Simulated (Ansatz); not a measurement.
## PH₂⁺, triplet: stretch scan

Starting geometry (PBE0/def2-TZVP stationary point for this spin, not checked as a minimum):

```xyz
3

P     0.0000   -0.0418    0.0000
H     0.0000    0.6425   -1.2397
H     0.0000    0.6425    1.2397
```

From there H2 moves along the line of the two atoms named below, all else staying in place; atoms are numbered as listed. Energies are in kJ/mol, counted from the starting geometry at the same level.

Basis cc-pVDZ; Ansatz 0.2.0. Only valence electrons are correlated (noble-gas cores frozen). R marks a restricted (for open shells ROHF) determinant, U an unrestricted one. Active spaces: valence = (6e, 6o) chosen from the atoms' valence shells.

Unrestricted rows (U) aren't spin-pure: their determinants' ⟨S²⟩ exceeds S(S+1) by up to 0.17, so they mix in states of higher spin. For open shells CISD is restricted-active-space CI with the open shells as a complete middle space. Runs in a small pair space aren't shown, since their orbitals change along the scan.

Full CI is exact within this basis and frozen core; it isn't the basis-set limit. The frozen core follows each run's orbitals, which can shift R against U totals by a few meV.

```csv
distance P1-H2 (Å),full CI,unpaired electrons (full CI),error UMP2,error CISD,error UCCSD,error UCCSD(T),error BCCD(T),error NEVPT2 (valence space)
1.105,183.0,2.02,-4.1,-1.8,-1.2,-0.4,-0.3,1.5
1.249,42.3,2.02,-2.6,-1.1,-0.7,-0.2,-0.2,0.9
1.416,0.0,2.03,0.0,0.0,0.0,0.0,0.0,0.0
1.578,19.4,2.03,3.6,1.4,0.9,0.3,0.3,-1.0
1.767,71.4,2.05,9.9,3.7,2.4,0.8,0.7,-1.9
1.997,141.7,2.07,27.5,7.4,4.5,2.0,1.5,-2.4
2.304,215.4,2.11,26.1,11.1,5.0,3.0,2.3,-2.0
2.659,257.3,2.08,14.4,3.3,1.1,1.1,1.0,-0.7
3.140,272.6,2.05,9.5,0.3,-1.0,-0.1,-0.1,-3.4
3.893,277.1,2.05,6.8,-0.1,-1.3,-0.2,-0.2,-4.1
4.794,278.0,2.05,6.4,-0.1,-1.3,-0.2,-0.2,-4.2
```

Unpaired electrons are Σ n²(2−n)² over natural occupations. Errors are those of relative energies. In total energy the starting point itself misses full CI by: UMP2 66.9, CISD 13.2, UCCSD 7.2, UCCSD(T) 1.7, BCCD(T) 1.8, NEVPT2 (valence space) 52.9 kJ/mol.

Spread of the error over the points with a reference, to 4.794 Å (largest less smallest): BCCD(T) 2.7, UCCSD(T) 3.3, NEVPT2 (valence space) 5.7, UCCSD 6.4, CISD 12.9, UMP2 31.6 kJ/mol.

Going outwards, the relative energy of UMP2 first misses by more than 4.2 kJ/mol (1 kcal/mol) at 1.767 Å.

Going outwards, the relative energy of CISD first misses by more than 4.2 kJ/mol (1 kcal/mol) at 1.997 Å.
